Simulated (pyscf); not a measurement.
`[Cl][GeH2][Cl]` + `[H][H]` → `[Cl][GeH3]` + `[ClH]` (four-centre exchange; singlet surface; Cl–Ge, H–H broken, Ge–H, Cl–H formed). PySCF, gas phase, ωB97X-D3(BJ)/def2-SVP geometries. Energies in kcal/mol from the separated reactants.

```tsv
level	barrier	reaction energy
ωB97X-D3(BJ)/def2-TZVP	?	+15.3
PBE/def2-TZVP	42.0	+12.9
r²SCAN/def2-TZVP	?	?
PBE0-D3(BJ)/def2-TZVP	44.7	+13.1
ωB97M-D3(BJ)/def2-TZVP	48.8	+12.4
HF/def2-TZVP	62.1	+10.9
```

Q: Some entries are withheld; supply them.

A: 
- ωB97X-D3(BJ)/def2-TZVP, barrier: 50.0
- r²SCAN/def2-TZVP, barrier: 45.1
- r²SCAN/def2-TZVP, reaction energy: +14.2

The functionals in the table span 8.0 kcal/mol in this barrier, from PBE to ωB97X-D3(BJ)/def2-TZVP. One saddle was located; it need not be the lowest between these sides. Elements up to Kr have no core potential and no relativistic terms here.
